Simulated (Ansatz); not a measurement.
A nudged elastic band was laid between two geometries of BH₄SSi (7 atoms, charge 0, multiplicity 2).

All numbers below come from UKS PBE0-D4/def2-SVP in Ansatz 0.2.0.

- movable images: 7
- climbing image: yes
- spring: 5.0 eV/Å²
- optimiser: quadratic models (default)
- start path: IDPP
- force threshold: 0.05 eV/Å
- iteration limit: 53
- end points: relaxed

Image 0:

```xyz
7
Properties=species:S:1:pos:R:3
Si -1.178 0.431 -0.650
B 0.266 -0.203 0.482
S 1.929 -0.321 -0.162
H -2.581 0.549 -0.168
H -1.016 0.848 -2.071
H 0.034 -0.517 1.623
H 2.545 -0.786 0.947
```

Image 8:

```xyz
7
Properties=species:S:1:pos:R:3
Si -1.028 0.349 -0.480
B 0.234 -0.309 0.835
S 1.976 -0.551 0.539
H -2.480 0.547 -0.220
H -0.630 0.713 -1.871
H -0.126 -0.593 1.951
H 2.054 -0.155 -0.754
```

Which bonds break or form, and what moves?

No bond is made or broken. The dihedral Si1–B2–S3–H7 goes from 180 to 0°.

Give the energies along the band, and the barrier.

The run converged. The highest image is number 4 of 0 to 8, 67.4 kJ/mol above the first end and 69.8 kJ/mol above the last; the last end lies 2.4 kJ/mol below the first. A vibrational analysis at the climbing image gives one clearly imaginary mode, 613i cm⁻¹: a first-order saddle point.

| image | path coordinate (Å) | energy (kJ/mol) | dihedral Si1–B2–S3–H7 (°) |
| --- | --- | --- | --- |
| 0 | 0.00 | 0.0 | 180 |
| 1 | 0.41 | 5.6 | 164 |
| 2 | 0.83 | 23.9 | 140 |
| 3 | 1.24 | 50.6 | 115 |
| 4 | 1.65 | 67.4 | 91 |
| 5 | 2.06 | 50.5 | 65 |
| 6 | 2.47 | 18.5 | 36 |
| 7 | 2.87 | 0.6 | 8 |
| 8 | 3.28 | -2.4 | 0 |

What is the geometry of the highest image?


```xyz
7
Properties=species:S:1:pos:R:3
Si -0.975 0.668 -0.485
B 0.077 -0.606 0.528
S 1.684 -1.236 -0.174
H -2.298 1.210 -0.053
H -0.555 1.239 -1.797
H -0.352 -1.019 1.581
H 2.419 -0.257 0.399
```

What are the harmonic wavenumbers there?

613i, 164, 274, 369, 490, 546, 677, 733, 803, 925, 1021, 2232, 2260, 2614, 2704 cm⁻¹.

The band took 5 iterations and about 2.6 core-minutes.

Run time: 2.6 min on 1 thread of Arm Neoverse V1, on a shared host, peak memory 0.17 GiB.
